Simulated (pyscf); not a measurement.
HO–SiH₂–PH₂ (SMILES O[SiH2]P) → H₂Si=PH (SMILES [SiH2]=P) + H₂O (SMILES O) (elimination; singlet surface; H–P, O–Si broken, H–O formed). Structures and frequencies: ωB97X-D3(BJ)/def2-SVP in PySCF. Correlated levels are frozen-core, on RHF or UHF. ΔMP2 is the change of the MP2 total energy from the triple- to the quadruple-zeta basis. Energies in eV from the reactant's lowest minimum found.

| level | barrier | reaction energy |
|---|---|---|
| ωB97X-D3(BJ)/def2-TZVP | … | +2.56 |
| r²SCAN/def2-TZVP | 2.03 | +2.42 |
| PBE0-D3(BJ)/def2-TZVP | 2.03 | +2.41 |
| MP2/def2-QZVPP | 2.11 | +2.36 |
| CCSD/def2-TZVPP | 2.32 | +2.35 |
| CCSD(T)/def2-TZVPP | 2.19 | +2.28 |
| CCSD(T)/def2-TZVPP + ΔMP2(QZVPP) | … | … |

### Question
Complete the blanks.

### Answer

- ωB97X-D3(BJ)/def2-TZVP, barrier: 2.24
- CCSD(T)/def2-TZVPP + ΔMP2(QZVPP), barrier: 2.18
- CCSD(T)/def2-TZVPP + ΔMP2(QZVPP), reaction energy: +2.29

On the product side the descent ends in an adduct with a O–Si contact, 0.47 eV under the separated species and 0.16 eV under the saddle at ωB97X-D3(BJ)/def2-TZVP. At ωB97X-D3(BJ)/def2-TZVP, r²SCAN, PBE0-D3(BJ), MP2, CCSD, CCSD(T), CCSD(T) the saddle lies under the separated products, which points to a path from their complex (located at ωB97X-D3(BJ) alone), and parting the products costs more than the saddle. What is counted as broken (O–Si) persists as a longer contact in the product adduct; parting that adduct is a step of its own. One saddle was located; it need not be the lowest between these sides. The CCSD(T) − MP2 part came from Ansatz, without density fitting, on the same reference.
